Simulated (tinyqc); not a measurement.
Worked calculation (part 2 of 2): MP2 on RHF in the sto-3g basis, frozen core, for NH3, spin multiplicity 1. Computed by tinyqc, a small Python program that keeps every step (integrals from PySCF). Command: `OMP_NUM_THREADS=1 python tinyqc.py 29871 29872 out.jsonl` (the two numbers bound the seeds that draw the settings). One thread of a shared host (Intel(R) Xeon(R) Processor @ 2.60GHz), about 0.1 s of CPU time with the checks.

Geometry (angstrom):
```
atom         x         y        z
N      0.00000   0.00000  0.54900
H      0.80200   0.00000  0.00000
H     -0.40100   0.69400  0.00000
H     -0.40100  -0.69400  0.00000
```

## Integrals over molecular orbitals

coefficients C, order 1N 1s, 1N 2s, 1N 2px, 1N 2py, 1N 2pz, 2H 1s, 3H 1s, 4H 1s:
$$\begin{pmatrix}
0.99330 & -0.21424 & -0.00009 & 0.00000 & -0.12223 & -0.17417 & 0.01189 & 0.00000 \\
0.03323 & 0.70868 & 0.00046 & 0.00000 & 0.61267 & 1.28360 & -0.08792 & 0.00000 \\
0.00000 & -0.00015 & 0.61403 & 0.00000 & -0.00028 & 0.06954 & 1.02280 & 0.00000 \\
0.00000 & 0.00000 & 0.00000 & 0.61415 & 0.00000 & 0.00000 & 0.00000 & 1.02508 \\
-0.00768 & -0.20372 & 0.00021 & 0.00000 & 0.79500 & -0.81337 & 0.05571 & 0.00000 \\
-0.00714 & 0.15175 & 0.50925 & 0.00000 & -0.15196 & -0.79557 & -0.99740 & 0.00000 \\
-0.00715 & 0.15193 & -0.25460 & 0.44104 & -0.15172 & -0.68882 & 0.57295 & -0.90908 \\
-0.00715 & 0.15193 & -0.25460 & -0.44104 & -0.15172 & -0.68882 & 0.57295 & 0.90908
\end{pmatrix}$$

core Hamiltonian H = T + V (hartree), order 1N 1s, 1N 2s, 1N 2px, 1N 2py, 1N 2pz, 2H 1s, 3H 1s, 4H 1s:
$$\begin{pmatrix}
-25.82907 & -5.94538 & 0.00002 & 0.00000 & 0.02913 & -1.63734 & -1.63886 & -1.63886 \\
-5.94538 & -7.84761 & 0.00016 & 0.00000 & 0.32741 & -3.60118 & -3.60335 & -3.60335 \\
0.00002 & 0.00016 & -6.50298 & 0.00000 & -0.00010 & -2.17575 & 1.08883 & 1.08883 \\
0.00000 & 0.00000 & 0.00000 & -6.50291 & 0.00000 & 0.00000 & -1.88427 & 1.88427 \\
0.02913 & 0.32741 & -0.00010 & 0.00000 & -6.49398 & 1.61193 & 1.61321 & 1.61321 \\
-1.63734 & -3.60118 & -2.17575 & 0.00000 & 1.61193 & -4.90421 & -1.79698 & -1.79698 \\
-1.63886 & -3.60335 & 1.08883 & -1.88427 & 1.61321 & -1.79698 & -4.90572 & -1.79906 \\
-1.63886 & -3.60335 & 1.08883 & 1.88427 & 1.61321 & -1.79698 & -1.79906 & -4.90572
\end{pmatrix}$$

Given earlier and not repeated: Two-electron integrals (ij|kl) in chemists' order.

(pq|rs) = sum C_ip C_jq C_kr C_ls (ij|kl), one index at a time.

one-electron integrals over orbitals h = C^T H C (hartree):
$$\begin{pmatrix}
-25.81193 & 0.42914 & 0.00018 & 0.00000 & 0.24112 & 0.32437 & -0.02213 & 0.00000 \\
0.42914 & -6.57711 & 0.00005 & 0.00000 & -0.18703 & -1.34741 & 0.09219 & 0.00000 \\
0.00018 & 0.00005 & -5.70247 & 0.00000 & -0.00030 & -0.08205 & -1.20008 & 0.00000 \\
0.00000 & 0.00000 & 0.00000 & -5.70295 & 0.00000 & 0.00000 & 0.00000 & -1.20249 \\
0.24112 & -0.18703 & -0.00030 & 0.00000 & -6.15975 & 0.55910 & -0.03769 & 0.00000 \\
0.32437 & -1.34741 & -0.08205 & 0.00000 & 0.55910 & -4.87143 & -0.00484 & 0.00000 \\
-0.02213 & 0.09219 & -1.20008 & 0.00000 & -0.03769 & -0.00484 & -4.94436 & 0.00000 \\
0.00000 & 0.00000 & 0.00000 & -1.20249 & 0.00000 & 0.00000 & 0.00000 & -4.94442
\end{pmatrix}$$

Two-electron integrals over orbitals (pq|rs), unique and non-zero (hartree); the lowest 1 orbital is frozen and left out:
```
(22|22) 0.64117     (32|22) -0.00009    (32|32) 0.12540     (33|22) 0.58116
(33|32) 0.04203     (33|33) 0.59618     (42|42) 0.12544     (43|42) -0.04196
(43|43) 0.04079     (44|22) 0.58126     (44|32) -0.04200    (44|33) 0.51455
(44|44) 0.59623     (52|22) -0.03290    (52|32) -1.53e-05   (52|33) -0.00381
(52|44) -0.00378    (52|52) 0.08158     (53|22) -3.12e-06   (53|32) 0.00328
(53|33) -0.00720    (53|44) 0.00723     (53|52) 3.62e-05    (53|53) 0.03440
(54|42) 0.00331     (54|43) 0.00721     (54|54) 0.03439     (55|22) 0.57157
(55|32) 1.47e-05    (55|33) 0.54523     (55|44) 0.54529     (55|52) 0.09274
(55|53) 0.00008     (55|55) 0.76596     (62|22) 0.13469     (62|32) 0.00112
(62|33) 0.08885     (62|44) 0.09133     (62|52) -0.00984    (62|53) 0.00196
(62|55) 0.10818     (62|62) 0.10439     (63|22) 0.00541     (63|32) -0.01543
(63|33) -0.01849    (63|44) 0.02770     (63|52) 0.00377     (63|53) 0.01315
(63|55) 0.01011     (63|62) 0.00756     (63|63) 0.04929     (64|42) -0.00965
(64|43) 0.02158     (64|54) 0.01199     (64|64) 0.04303     (65|22) -0.05126
(65|32) 0.00408     (65|33) -0.02805    (65|44) -0.03075    (65|52) -0.00347
(65|53) 0.00160     (65|55) -0.07268    (65|62) -0.04650    (65|63) -0.00342
(65|65) 0.03191     (66|22) 0.58455     (66|32) 0.01211     (66|33) 0.53451
(66|44) 0.52385     (66|52) -0.05294    (66|53) -0.00175    (66|55) 0.49677
(66|62) 0.11526     (66|63) -0.00148    (66|65) -0.04279    (66|66) 0.57490
(72|22) -0.00921    (72|32) 0.01613     (72|33) -0.02417    (72|44) 0.01187
(72|52) 0.00064     (72|53) 0.02877     (72|55) -0.00743    (72|62) -0.00379
(72|63) 0.03793     (72|65) 0.00411     (72|66) -0.00916    (72|72) 0.04943
(73|22) 0.07866     (73|32) -0.04131    (73|33) 0.05774     (73|44) 0.07674
(73|52) 0.05549     (73|53) 0.00754     (73|55) 0.14824     (73|62) 0.07294
(73|63) 0.02725     (73|65) -0.03666    (73|66) 0.03520     (73|72) 0.00189
(73|73) 0.13451     (74|42) 0.04305     (74|43) -0.01250    (74|54) -0.00919
(74|64) -0.02181    (74|74) 0.03653     (75|22) 0.00343     (75|32) 0.06007
(75|33) 0.02164     (75|44) -0.01764    (75|52) 0.00020     (75|53) 0.02374
(75|55) 0.00489     (75|62) 0.00410     (75|63) -0.01444    (75|65) 0.00155
(75|66) 0.00845     (75|72) 0.01362     (75|73) -0.01811    (75|75) 0.05451
(76|22) -0.00168    (76|32) 0.08968     (76|33) 0.04105     (76|44) -0.03937
(76|52) 0.00410     (76|53) -0.01315    (76|55) 0.00400     (76|62) -0.00305
(76|63) -0.03225    (76|65) 0.00403     (76|66) 0.00876     (76|72) -0.01013
(76|73) -0.03903    (76|75) 0.04077     (76|76) 0.09024     (77|22) 0.56120
(77|32) 0.02086     (77|33) 0.57158     (77|44) 0.51131     (77|52) 0.00730
(77|53) -0.01256    (77|55) 0.55557     (77|62) 0.07936     (77|63) -0.02356
(77|65) -0.02451    (77|66) 0.52859     (77|72) -0.03129    (77|73) 0.06128
(77|75) 0.01157     (77|76) 0.03207     (77|77) 0.57848     (82|42) 0.01612
(82|43) 0.01811     (82|54) 0.02884     (82|64) 0.03709     (82|74) -0.01202
(82|82) 0.04918     (83|42) 0.04235     (83|43) -0.01102    (83|54) -0.00834
(83|64) -0.01900    (83|74) 0.03268     (83|82) -0.00946    (83|83) 0.03363
(84|22) 0.07875     (84|32) 0.04235     (84|33) 0.07839     (84|44) 0.05636
(84|52) 0.05560     (84|53) -0.00833    (84|55) 0.14856     (84|62) 0.07201
(84|63) -0.01618    (84|65) -0.03387    (84|66) 0.04662     (84|72) -0.01441
(84|73) 0.07416     (84|75) 0.02383     (84|76) 0.04476     (84|77) 0.07521
(84|84) 0.13782     (85|42) 0.06019     (85|43) -0.01963    (85|54) 0.02381
(85|64) -0.01169    (85|74) 0.02231     (85|82) 0.01388     (85|83) 0.02150
(85|85) 0.05458     (86|42) 0.08581     (86|43) -0.03561    (86|54) -0.01127
(86|64) -0.02252    (86|74) 0.04299     (86|82) -0.00673    (86|83) 0.04139
(86|85) 0.03911     (86|86) 0.08020     (87|42) -0.03894    (87|43) 0.03798
(87|54) 0.01509     (87|64) 0.03217     (87|74) -0.01874    (87|82) 0.02762
(87|83) -0.01652    (87|85) -0.01813    (87|86) -0.04287    (87|87) 0.04724
(88|22) 0.56113     (88|32) -0.03302    (88|33) 0.50599     (88|44) 0.57701
(88|52) 0.00756     (88|53) 0.01433     (88|55) 0.55581     (88|62) 0.08277
(88|63) 0.03705     (88|65) -0.02616    (88|66) 0.51870     (88|72) 0.02149
(88|73) 0.07883     (88|75) -0.01372    (88|76) -0.04120    (88|77) 0.51074
(88|84) 0.05377     (88|88) 0.58837
```

## Second-order Moller-Plesset energy

orbital energies (hartree): MO1 -15.33112, MO2 -1.16455, MO3 -0.57389, MO4 -0.57382, MO5 -0.40363, MO6 0.71614, MO7 0.71986, MO8 0.72002

Hartree-Fock energy = -55.4209083 hartree

E2 = sum_ijab (ia|jb) [2 (ia|jb) - (ib|ja)] / (e_i + e_j - e_a - e_b) over occupied i, j and virtual a, b; the opposite-spin part is (ia|jb)^2 / denominator, the rest is same-spin, and SCS-MP2 scales them by 6/5 and 1/3.

Terms (the 40 largest of 74):
```
i  j  a  b   (ia|jb)   (ib|ja)  denominator      term
4  4  8  8   0.13782   0.13782     -2.58769  -0.00734
3  3  7  7   0.13451   0.13451     -2.58751  -0.00699
4  3  8  7   0.07416   0.03268     -2.58760  -0.00331
3  4  7  8   0.07416   0.03268     -2.58760  -0.00331
2  2  6  6   0.10439   0.10439     -3.76139  -0.00290
3  2  7  6   0.07294   0.03793     -3.17445  -0.00248
2  3  6  7   0.07294   0.03793     -3.17445  -0.00248
2  4  6  8   0.07201   0.03709     -3.17454  -0.00243
4  2  8  6   0.07201   0.03709     -3.17454  -0.00243
5  5  8  8   0.05458   0.05458     -2.24731  -0.00133
5  5  7  7   0.05451   0.05451     -2.24699  -0.00132
3  3  6  6   0.04929   0.04929     -2.58006  -0.00094
3  5  7  6  -0.03666  -0.01444     -2.41353  -0.00089
5  3  6  7  -0.03666  -0.01444     -2.41353  -0.00089
5  4  6  8  -0.03387  -0.01169     -2.41362  -0.00079
4  5  8  6  -0.03387  -0.01169     -2.41362  -0.00079
2  5  6  6  -0.04650  -0.04650     -3.00046  -0.00072
5  2  6  6  -0.04650  -0.04650     -3.00046  -0.00072
4  4  6  6   0.04303   0.04303     -2.57992  -0.00072
2  2  7  7   0.04943   0.04943     -3.76883  -0.00065
2  2  8  8   0.04918   0.04918     -3.76916  -0.00064
4  4  7  7   0.03653   0.03653     -2.58737  -0.00052
5  5  6  6   0.03191   0.03191     -2.23954  -0.00045
3  3  8  8   0.03363   0.03363     -2.58783  -0.00044
3  3  7  6   0.02725   0.02725     -2.58379  -0.00029
3  3  6  7   0.02725   0.02725     -2.58379  -0.00029
5  4  7  8   0.02383   0.02231     -2.41734  -0.00025
4  5  8  7   0.02383   0.02231     -2.41734  -0.00025
4  5  7  8   0.02231   0.02383     -2.41734  -0.00019
5  4  8  7   0.02231   0.02383     -2.41734  -0.00019
5  3  8  8   0.02150   0.02150     -2.41757  -0.00019
3  5  8  8   0.02150   0.02150     -2.41757  -0.00019
4  4  7  6  -0.02181  -0.02181     -2.58364  -0.00018
4  4  6  7  -0.02181  -0.02181     -2.58364  -0.00018
4  3  6  8  -0.01900  -0.01618     -2.58388  -0.00016
3  4  8  6  -0.01900  -0.01618     -2.58388  -0.00016
5  3  7  7  -0.01811  -0.01811     -2.41725  -0.00014
3  5  7  7  -0.01811  -0.01811     -2.41725  -0.00014
4  3  7  8   0.03268   0.07416     -2.58760   0.00011
3  4  8  7   0.03268   0.07416     -2.58760   0.00011
```

Pair energies (hartree; pair i-j sums ij and ji):
```
pair  opposite spin  same spin
2-2        -0.00419          0
3-2        -0.00435   -0.00077
3-3        -0.00895          0
4-2        -0.00435   -0.00077
4-3        -0.00556   -0.00134
4-4        -0.00894          0
5-2        -0.00172  -7.67e-11
5-3        -0.00195   -0.00041
5-4        -0.00195   -0.00041
5-5        -0.00310          0
```

MP2 correlation energy = -0.0487631 hartree

SCS-MP2 correlation energy = -0.0553104 hartree

MP2 total energy = -55.4696714 hartree
